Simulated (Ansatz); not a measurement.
# C3H4S: small, medium and large basis sets

One table from this session's results is given with a row withheld; the runs are named, their logs left out.

Program: Ansatz 0.2.0, Gaussian basis. Level of theory: one geometry, several basis sets. These are calculated values, not measurements.

The runs, in order: PBE0-D4/def2-SVP; ωB97M-V/def2-SVP; PBE0-D4/def2-QZVPP; ωB97M-V/def2-QZVPP; the functionals' def2-TZVPP values are taken from earlier runs.

## Structure used throughout

The geometry comes from an earlier relaxation with PBE0-D4 in a triple-zeta def2 set; it is a stationary point, not always the lowest conformer.

8 atoms, charge 0, spin multiplicity 1.

Atoms are counted from 1 here; the program's logs count them from 0.

Bond lengths: C1–C2 1.317 Å, C1–H5 1.082 Å, C1–H6 1.084 Å, C2–C3 1.450 Å, C2–S4 1.728 Å, C3–S4 1.833 Å, C3–H7 1.086 Å, C3–H8 1.086 Å. Angles: C2–C1–H5 121.6°, C2–C1–H6 120.1°, H5–C1–H6 118.3°, C1–C2–C3 146.0°, C1–C2–S4 144.2°, C3–C2–S4 69.8°, C2–C3–S4 62.2°, C2–C3–H7 118.9°, C2–C3–H8 118.9°, S4–C3–H7 115.2°, S4–C3–H8 115.2°, H7–C3–H8 115.5°, C2–S4–C3 48.0°.

Set-up of the first run:

The input, in.yaml:

```yaml
crystal:
  periodic: [false, false, false]
  atoms:
    - {symbol: C, position_ang: [-0.546741, 1.281260, -0.203785]}
    - {symbol: C, position_ang: [-0.150366, 0.026680, -0.271181]}
    - {symbol: C, position_ang: [0.588830, -1.037291, 0.380961]}
    - {symbol: S, position_ang: [-0.198971, -1.408455, -1.232422]}
    - {symbol: H, position_ang: [-1.146594, 1.728810, -0.985505]}
    - {symbol: H, position_ang: [-0.273427, 1.892027, 0.648470]}
    - {symbol: H, position_ang: [1.674136, -1.004764, 0.369816]}
    - {symbol: H, position_ang: [0.145434, -1.535368, 1.237945]}
basis:
  gaussian: {orbitals: def2-SVP}
hamiltonian: {xc: pbe0, dispersion: d4}
output: {orbitals: {seedname: orbitals}}
```

Command:

```sh
ansatz run in.yaml --threads 2 --pin off --events-out ev --progress --plain --max-ram 4352MiB
```

Among the steps run: PBE0-D4 in def2-SVP; ωB97M-V in def2-SVP; PBE0-D4 in def2-QZVPP; ωB97M-V in def2-QZVPP.

One of the session's tables, all rows but one given; the rest of the session is left out.

It belongs to the step «Functionals by basis». 

| functional | basis | HOMO (eV) | LUMO (eV) |
| --- | --- | --- | --- |
| PBE0-D4 | def2-SVP | -6.44 | 0.23 |
| PBE0-D4 | def2-TZVPP | -6.53 | -0.17 |
| PBE0-D4 | def2-QZVPP | -6.56 | -0.33 |
| ωB97M-V | def2-SVP | -8.53 | 2.40 |
| ωB97M-V | def2-TZVPP | -8.64 | 1.89 |
| ωB97M-V | def2-QZVPP | ? | ? |

Q: Estimate the row for ωB97M-V, def2-QZVPP from the others.

The run gave: HOMO (eV): -8.67; LUMO (eV): 1.44. In the column «HOMO (eV)» it is the lowest.
